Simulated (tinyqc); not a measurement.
Geometry optimisation on the UHF/sto-3g surface (energies and gradients from PySCF), for CH3, spin multiplicity 2, step by step. Computed by tinyqc, a small Python program that keeps every step (integrals from PySCF). Settings: charge = 0, multiplicity = 2, basis = sto-3g, optimiser = sd, first Hessian = 0.15, largest step = 0.5, iteration cap = 30. Command: `OMP_NUM_THREADS=1 python tinyqc.py 22240 22241 out.jsonl` (the two numbers bound the seeds that draw the settings). One thread of a shared host (Intel(R) Xeon(R) Processor @ 2.60GHz), about 3 s of CPU time with the checks.

positions at the start (bohr):
```
            x          y          z
1C  -0.086927  -0.064251  -0.001890
2H   1.931300  -0.069920  -0.015118
3H  -0.975099   1.640282  -0.081258
4H  -1.082813  -1.702643   0.045353
```

Stop when the largest gradient component is below 3e-5 hartree/bohr.

Course of the optimisation:
```
step   E (hartree)  largest gradient (hartree/bohr)
1     -39.06912838                         5.93e-02
2     -39.01573619                         3.16e-01
3     -39.04856408                         1.45e-01
4     -39.02289285                         3.56e-01
5     -39.04769002                         1.73e-01
6     -39.02343634                         3.46e-01
7     -39.04757039                         1.70e-01
8     -39.02362750                         3.46e-01
9     -39.04750604                         1.70e-01
10    -39.02374167                         3.46e-01
11    -39.04747080                         1.70e-01
12    -39.02381286                         3.45e-01
13    -39.04745347                         1.71e-01
14    -39.02386103                         3.45e-01
15    -39.04744758                         1.70e-01
16    -39.02389822                         3.45e-01
17    -39.04744960                         1.71e-01
18    -39.02393207                         3.45e-01
19    -39.04745785                         1.70e-01
20    -39.02396782                         3.45e-01
21    -39.04747177                         1.70e-01
22    -39.02400939                         3.45e-01
23    -39.04749156                         1.70e-01
24    -39.02406010                         3.44e-01
25    -39.04751784                         1.70e-01
26    -39.02412291                         3.44e-01
27    -39.04755147                         1.70e-01
28    -39.02420040                         3.44e-01
29    -39.04759328                         1.70e-01
30    -39.02429448                         3.43e-01
```

Can the last value be used, and what does the course show?

Not by the stop rule. Not converged within 30 steps: the energy rises at some steps, so steps overshoot. Reruns: method bfgs, first Hessian 0.6, largest step 0.3: converged in 27 (E = -39.07701).
